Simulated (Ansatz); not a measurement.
Reaction (SMILES): C#CC → C1=CC1
B3LYP-D3(BJ)/def2-TZVP geometries, fixed; electronic energies without zero-point terms.

Core correlation in the isomerisation energy at MP2 with Ansatz (a quantum-chemistry and plane-wave program), in kcal/mol: frozen core against all electrons. Core-valence sets carry the plain set on hydrogen. Costs are rough ratios of core time on shared machines of one kind.

```csv
basis,"functions, most",frozen core
cc-pVDZ,62,23.22
cc-pCVDZ,74,23.41
cc-pVTZ,146,23.80
cc-pCVTZ,185,23.99
cc-pwCVTZ,185,24.03
cc-pVQZ,285,23.79
cc-pwCVQZ,372,23.75
cc-pCVQZ,372,23.76
```

Question: How large is the core term in each set?

Answer: The largest core-valence set, cc-pCVQZ, gives a core term of 0.09 kcal/mol; the valence set cc-pVQZ, which lacks functions for the core, gives 0.20. By row: cc-pVDZ 0.05, cc-pCVDZ 0.00, cc-pVTZ -0.35, cc-pCVTZ 0.04, cc-pwCVTZ 0.06, cc-pVQZ 0.20, cc-pwCVQZ 0.10, cc-pCVQZ 0.09.
